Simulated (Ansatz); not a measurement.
# Molecular dynamics of ClHOSi

Input:

```yaml
crystal:
  periodic: [false, false, false]
  atoms:
    - { symbol: O, position_ang: [-1.406421, -0.329428, 1.001247] }
    - { symbol: Si, position_ang: [-0.255557, 0.052165, -0.038308] }
    - { symbol: Cl, position_ang: [1.921471, -0.515071, 0.351485] }
    - { symbol: H, position_ang: [-0.2574, 0.877511, -1.255784] }
basis:
  gaussian: { orbitals: "6-31G" }
hamiltonian:
  xc: pbe
  dispersion: d4
md:
  timestep: 1.0
  n_steps: 266
  ensemble: nvt_langevin
  temperature: 200.0
  initial_velocities: maxwell_boltzmann
  seed: 166100
  friction: 0.001
  temperature_schedule:
    - { n_steps: 66, end_temperature: 200.0 }
    - { n_steps: 200, end_temperature: 50.0 }
scf:
  lower_state_search: "off"
```

Command:

```bash
$ ansatz run input.yaml --threads 1 --pin off --max-ram 2048MiB --backend cpu --events-out ev --progress --plain --runs-dir out
```

It goes on from the last frame of an earlier run, with new velocities.

Output, in part (step lines, the closing report, with atoms numbered from 0):

```
md step     0: t =     0.00 fs  T =   150.0 K (target 200.0 K)  F+E_penalty+E_count = -22449.88862140 eV  E_kin = 0.077556 eV  (15 SCF iters)
[... lines left out ...]
Total energy: -22449.91942965 eV, -825.0193219376 hartree
Atom 0 at    -1.346369     0.067233     0.926342 Å, force     0.402707     0.283116    -0.447993 eV/Å
Atom 1 at     0.009073     0.393278     0.077302 Å, force    -1.513143    -0.299897     0.726771 eV/Å
Atom 2 at     1.859022    -0.400445     0.669102 Å, force     1.109830    -0.380592     0.267778 eV/Å
Atom 3 at     0.200543     1.149933    -1.168816 Å, force     0.000606     0.397373    -0.546556 eV/Å
Dipole moment:     0.267862     0.320782    -0.530378 e Å
```

The steps, from the saved trajectory:

```csv
time (fs),T (K),potential energy less start (eV)
0.0,150,0.000
8.0,105,0.019
16.0,156,-0.004
24.0,240,-0.045
32.0,186,-0.024
40.0,71,0.043
48.0,63,0.053
56.0,223,-0.027
64.0,235,-0.038
72.0,168,-0.015
80.0,102,0.015
88.0,161,-0.015
96.0,178,-0.033
104.0,166,-0.033
112.0,54,0.025
120.0,127,-0.007
128.0,200,-0.059
136.0,231,-0.083
144.0,173,-0.047
152.0,178,-0.037
160.0,152,-0.034
168.0,192,-0.055
176.0,151,-0.033
184.0,151,-0.028
192.0,122,-0.015
200.0,235,-0.075
208.0,222,-0.074
216.0,238,-0.083
224.0,135,-0.034
232.0,155,-0.046
240.0,137,-0.037
248.0,170,-0.054
256.0,81,-0.012
264.0,128,-0.038
```

The run went to its last step. The schedule's set-point averaged 100 K over the second half and the system 153 K, so it lags behind the ramp. A run of 0.27 ps of so small a system gives no equilibrium averages. Limits of this set-up: no polarisation functions.

The same pairs are bonded in the first frame and the last. Pairs count as bonded within 1.25 times the sum of covalent radii (0.12 Å more for H–H).

Last frame:

```xyz
4
Properties=species:S:1:pos:R:3
O -1.346 0.067 0.926
Si 0.009 0.393 0.077
Cl 1.859 -0.400 0.669
H 0.201 1.150 -1.169
```

The run took 3.4 min on 1 CPU thread of a shared host.
